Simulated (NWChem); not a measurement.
CH2Cl2 cation, doublet; SMILES of the neutral closed-shell parent ClCCl

```xyz
5

Cl     1.4800     0.0000     0.1977
C      0.0000     0.0000    -0.6611
Cl    -1.4800     0.0000     0.1977
H      0.0000     0.8675    -1.3771
H      0.0000    -0.8675    -1.3771
```
Atoms are numbered in this order, from 1.

All runs: NWChem. Pople sets run with spherical d functions. Spin-unrestricted. Medium grid unless said otherwise, to which SCAN and Minnesota functionals are sensitive. In the optimisation the excess spin sits in b2 (C2v, its own frame). The geometry was optimised at PBE0/def2-SVP, spin-unrestricted. The spin multiplicity was typed, not searched, and may not be the lowest. No stability test was run on the SCF state. Total energies of different functionals are on different scales.

```csv
level,energy (Ha),highest occupied level (eV),"lowest empty minus highest occupied level, either spin (eV)",<S²>
B3LYP/6-31G*,-959.2847,-15.43,2.03,0.752
PBE/6-31G*,-958.8398,-14.48,0.70,0.751
MPW1K/6-31G*,-959.2781,-16.21,[?],0.754
M06-2X/6-31G*,-959.1825,-16.52,3.91,0.753
PBE0/6-31G*,-958.9062,-15.61,2.34,0.752
BHandHLYP/6-31G*,-959.2173,-16.23,3.66,0.755
```

Question: Fill in the missing entries.

Answer: 
- MPW1K/6-31G*, lowest empty minus highest occupied level, either spin (eV): 3.30
